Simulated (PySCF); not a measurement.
NO, SMILES [N]=O (connectivity only; charge and spin as stated), charge +1, multiplicity 1. Atoms are numbered in the order given.

```xyz
2

N      0.0000     0.0000    -0.5620
O      0.0000     0.0000     0.4918
```
Charge +1, spin multiplicity 1.

Coordinates come from a PBE0-D3(BJ)/def2-TZVPD optimisation.

Lowest vertical singlet excitation by several levels in PySCF, with rough processor times relative to the cheapest run on one machine. Each run also gave further roots (ADC and EOM-CCSD ionised and attached states too); roots are paired by order and the bases differ. EOM-CCSD serves as a yardstick, not as the true value; all levels that ended soundly for this molecule are listed, with differences from unrounded values.

```
level                       relative cost  S1 (eV)  S1 minus EOM-CCSD (eV)
--------------------------  -------------  -------  ----------------------
ADC(2)/aug-cc-pVDZ                      1    10.52                    0.11
TDA-B3LYP/def2-TZVPD                    2    10.22                   -0.19
EOM-CCSD/aug-cc-pVDZ                    3    10.41                    0.00
TDDFT-CAM-B3LYP/def2-TZVPD              5    10.10                   -0.30
```
